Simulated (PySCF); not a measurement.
# Rotational lines of ClF

Lines J+1 ← J of the vibrational ground state, computed from RHF-CCSD(T) constants of ClF, ¹Σ⁺ (singlet), closed shell (Cl def2-TZVPPD, F def2-TZVPPD; no relativity (PySCF 2.14); masses 34.9689 and 18.9984 u), in MHz:

| J | ν (MHz) |
| --- | --- |
| 2 | 91279.4 |
| 3 | 121702.9 |
| 4 | 152123.9 |
| 5 | 182541.6 |
| 6 | 212955.6 |

**Question.** Find B0 and the effective bond length r0; with αe = 0.00435 cm⁻¹, find Re.

**Answer.** ν = 2B0(J+1) − 4D(J+1)³ gives B0 = 0.50748 cm⁻¹. With the reduced mass μred = 12.310 u, r0 = √(16.8576/(μred·B0)) (u, cm⁻¹, Å) = 1.6427 Å. Be = B0 + αe/2 = 0.50966 cm⁻¹ gives Re = 1.639 Å.

Correlated steps freeze 6 core orbitals. Where the molecule has an RHF reference, its open-shell atoms are computed with UHF.
